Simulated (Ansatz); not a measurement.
# CH4FSi: the cost of one run

Program: Ansatz 0.2.0. Level of theory: UKS B3LYP/STO-3G. These are calculated values, not measurements.

**1. The starting structure**

Bond lengths: C1–Si2 1.744 Å, Si2–F3 1.596 Å, C1–H4 1.030 Å, C1–H5 1.132 Å, Si2–H6 1.489 Å, Si2–H7 1.507 Å. Angles: C1–Si2–F3 105.6°, C1–Si2–H6 111.2°, C1–Si2–H7 110.9°, F3–Si2–H6 110.4°, F3–Si2–H7 109.9°, H6–Si2–H7 108.8°, Si2–C1–H4 121.5°, Si2–C1–H5 121.0°, H4–C1–H5 117.5°.

Coordinates:

```xyz
7

C    -0.8337    0.2401   -0.5844
Si    0.5628   -0.1570    0.3821
F     0.5707   -1.7494    0.4931
H    -1.4469   -0.4926   -0.9702
H    -1.0930    1.3164   -0.8186
H     0.4722    0.4572    1.7356
H     1.8291    0.3173   -0.2833
```

**2. Preparing the start**

Contents of input.yaml:

```yaml
crystal:
  periodic: [false, false, false]
  atoms:
    - { symbol: C, position_ang: [-0.8337, 0.2401, -0.5844] }
    - { symbol: Si, position_ang: [0.5628, -0.157, 0.3821] }
    - { symbol: F, position_ang: [0.5707, -1.7494, 0.4931] }
    - { symbol: H, position_ang: [-1.4469, -0.4926, -0.9702] }
    - { symbol: H, position_ang: [-1.093, 1.3164, -0.8186] }
    - { symbol: H, position_ang: [0.4722, 0.4572, 1.7356] }
    - { symbol: H, position_ang: [1.8291, 0.3173, -0.2833] }
magnetization:
  spin_polarized: true
  initial_magnetization: 1
basis:
  gaussian: { orbitals: STO-3G }
hamiltonian:
  xc: b3lyp
relax:
  f_tol: 0.02
  max_steps: 40
```

On the command line:

```
$ ansatz run input.yaml --threads 1 --pin off --max-ram 2048MiB --backend cpu --events-out ev --progress --plain --runs-dir out
```

**Question.** How long does this run take on 1 thread of Arm Neoverse V1, shared host, and how much memory does it need?

About 8.3 s, with a peak of 0.13 GiB.
